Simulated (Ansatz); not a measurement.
**C₂H₂ClF (SMILES FC=CCl): one structure at several levels**

How do the functionals fare away from a minimum? The structure is a structure displaced at random from a GFN2-xTB minimum.

Computed with Ansatz 0.2.0, Gaussian basis. Level: single points in def2-TZVPP.

Correlated methods freeze the cores.

**1. Where the work starts**

SMILES `FC=CCl`, 6 atoms, charge 0, spin multiplicity 1.

Atoms are counted from 1 here; the program's logs count them from 0.

Bond lengths: C2–C3 1.176 Å, C2–H5 1.110 Å, C3–Cl4 1.723 Å, C3–H6 1.164 Å. Angles: C3–C2–H5 131.7°, C2–C3–Cl4 115.9°, C2–C3–H6 122.3°, Cl4–C3–H6 115.0°.

As a file:

```xyz
6
charge 0, multiplicity 1
F    -0.28830    1.79660    0.19320
C     0.07140    0.39520   -0.35270
C     0.18480   -0.45890    0.44820
Cl    0.33140   -2.05830   -0.17490
H     0.22540    0.40230   -1.45220
H    -0.29310   -0.38550    1.50650
```

**2. CCSD(T)/def2-TZVPP**

run/in.yaml

```yaml
crystal:
  periodic: [false, false, false]
  atoms:
    - {symbol: F, position_ang: [-0.288300, 1.796600, 0.193200]}
    - {symbol: C, position_ang: [0.071400, 0.395200, -0.352700]}
    - {symbol: C, position_ang: [0.184800, -0.458900, 0.448200]}
    - {symbol: Cl, position_ang: [0.331400, -2.058300, -0.174900]}
    - {symbol: H, position_ang: [0.225400, 0.402300, -1.452200]}
    - {symbol: H, position_ang: [-0.293100, -0.385500, 1.506500]}
basis:
  gaussian: {orbitals: def2-TZVPP}
correlation: {method: ccsd_t}
output: {forces: true}
```

No record of the launch command was kept for these runs.

**3. PBE0-D4/def2-TZVPP**

run/in.yaml: that of step 2 with these lines changed.

```diff
@@ -11,3 +11,3 @@
   gaussian: {orbitals: def2-TZVPP}
-correlation: {method: ccsd_t}
-output: {forces: true}
+hamiltonian: {xc: pbe0, dispersion: d4}
+output: {forces: true, orbitals: {seedname: orbitals}}
```

**4. wB97M-V/def2-TZVPP**

run/in.yaml: that of step 3 with these lines changed.

```diff
@@ -11,3 +11,3 @@
   gaussian: {orbitals: def2-TZVPP}
-hamiltonian: {xc: pbe0, dispersion: d4}
-output: {forces: true, orbitals: {seedname: orbitals}}
+hamiltonian: {xc: {name: wB97M-V}}
+output: {forces: true}
```

**5. r2SCAN-D4/def2-TZVPP**

run/in.yaml: that of step 4 with these lines changed.

```diff
@@ -11,3 +11,3 @@
   gaussian: {orbitals: def2-TZVPP}
-hamiltonian: {xc: {name: wB97M-V}}
+hamiltonian: {xc: r2scan, dispersion: d4}
 output: {forces: true}
```

**6. PBE-D4/def2-TZVPP**

run/in.yaml: that of step 5 with these lines changed.

```diff
@@ -11,3 +11,3 @@
   gaussian: {orbitals: def2-TZVPP}
-hamiltonian: {xc: r2scan, dispersion: d4}
+hamiltonian: {xc: pbe, dispersion: d4}
 output: {forces: true}
```

**7. CAM-B3LYP-D4/def2-TZVPP**

run/in.yaml: that of step 6 with these lines changed.

```diff
@@ -11,3 +11,3 @@
   gaussian: {orbitals: def2-TZVPP}
-hamiltonian: {xc: pbe, dispersion: d4}
+hamiltonian: {xc: {name: CAM-B3LYP}, dispersion: d4}
 output: {forces: true}
```

**8. revPBE-D4/def2-TZVPP**

run/in.yaml: that of step 7 with these lines changed.

```diff
@@ -11,3 +11,3 @@
   gaussian: {orbitals: def2-TZVPP}
-hamiltonian: {xc: {name: CAM-B3LYP}, dispersion: d4}
+hamiltonian: {xc: {name: revPBE}, dispersion: d4}
 output: {forces: true}
```

(Steps that only read results are left out.)

Q: Predict the outcome of this session. Wanted: energy less free atoms, CCSD(T)/def2-TZVPP; RMS force component; RMS force error; HOMO and LUMO, PBE0-D4; T1 diagnostic.

As calculated:

```
                                  quantity                                                                                                  value
energy less free atoms, CCSD(T)/def2-TZVPP                                                                                         -2056.3 kJ/mol
                       RMS force component                                                                   4.901 to 5.317 eV/Å over the methods
                           RMS force error  PBE0-D4 0.319, wB97M-V 0.330, r2SCAN-D4 0.336, PBE-D4 0.341, CAM-B3LYP-D4 0.451, revPBE-D4 0.315 eV/Å
                    HOMO and LUMO, PBE0-D4                                                                                     -8.31 and -0.47 eV
                             T1 diagnostic                                                                                                  0.012
```

What this shows: Against CCSD(T) the functionals' energies less atoms differ by -189.1 to -85.9 kJ/mol, PBE-D4 by -189.1 kJ/mol. A larger basis would deepen the CCSD(T) value, while the functionals are nearly converged already, so the order here is not reliable. On forces the order runs from revPBE-D4 to CAM-B3LYP-D4. Frozen-core CCSD(T) forces in triple zeta carry basis errors of their own, and this is one geometry, so small gaps rank nothing.
